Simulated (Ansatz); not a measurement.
The inner images of a band of BH₇Si (9 atoms, charge 0, multiplicity 1) are given out of order.

Theory: Ansatz, RKS revPBE-D4/def2-SVP.

Image 0:

```xyz
9
Properties=species:S:1:pos:R:3
B -0.114 -0.068 0.354
H 0.587 0.774 0.886
H 0.590 -0.713 -0.446
H -1.182 0.209 -0.157
Si 0.196 -2.188 0.785
H -0.418 -2.871 -0.398
H 1.681 -2.352 0.889
H -0.404 -2.829 2.016
H -0.462 -0.752 1.400
```

Image 6:

```xyz
9
Properties=species:S:1:pos:R:3
B 0.004 -0.067 0.300
H -0.084 0.798 1.153
H 0.380 0.175 -0.831
H -1.067 -0.704 0.284
Si 0.085 -2.187 0.829
H -0.368 -2.865 -0.427
H 1.392 -2.838 1.223
H -0.851 -2.352 1.987
H 0.984 -0.750 0.810
```

Put them in order from the first end to the last, with their energies above the first end.
A.
```xyz
9
Properties=species:S:1:pos:R:3
B -0.081 -0.123 0.352
H 0.112 0.979 0.840
H 0.646 -0.352 -0.610
H -1.273 -0.395 0.241
Si 0.149 -2.188 0.754
H -0.402 -2.759 -0.516
H 1.577 -2.628 0.918
H -0.663 -2.686 1.916
H 0.410 -0.637 1.433
```
B.
```xyz
9
Properties=species:S:1:pos:R:3
B 0.004 -0.104 0.326
H -0.091 0.926 0.971
H 0.572 -0.085 -0.752
H -1.128 -0.616 0.319
Si 0.095 -2.184 0.776
H -0.436 -2.796 -0.485
H 1.465 -2.772 1.003
H -0.766 -2.508 1.960
H 0.760 -0.652 1.213
```
C.
```xyz
9
Properties=species:S:1:pos:R:3
B -0.134 -0.082 0.363
H 0.488 0.864 0.814
H 0.630 -0.662 -0.432
H -1.260 0.053 -0.075
Si 0.194 -2.187 0.766
H -0.407 -2.823 -0.449
H 1.670 -2.408 0.889
H -0.464 -2.837 1.962
H -0.240 -0.707 1.491
```
D.
```xyz
9
Properties=species:S:1:pos:R:3
B -0.140 -0.103 0.371
H 0.367 0.930 0.774
H 0.636 -0.588 -0.467
H -1.316 -0.107 0.056
Si 0.189 -2.185 0.751
H -0.386 -2.796 -0.491
H 1.656 -2.459 0.889
H -0.526 -2.812 1.922
H -0.005 -0.670 1.525
```
E.
```xyz
9
Properties=species:S:1:pos:R:3
B -0.105 -0.123 0.348
H 0.252 0.973 0.746
H 0.684 -0.513 -0.521
H -1.296 -0.259 0.112
Si 0.161 -2.182 0.765
H -0.366 -2.791 -0.498
H 1.603 -2.546 0.969
H -0.651 -2.723 1.912
H 0.193 -0.626 1.499
```

C (+0.3 kJ/mol), D (+1.4 kJ/mol), E (+3.0 kJ/mol), A (+3.9 kJ/mol), B (+1.5 kJ/mol).

The run took 120 s on 1 thread of INTEL(R) XEON(R) PLATINUM 8581C CPU @ 2.30GHz (Emerald Rapids), on a shared host, peak memory 0.13 GiB.
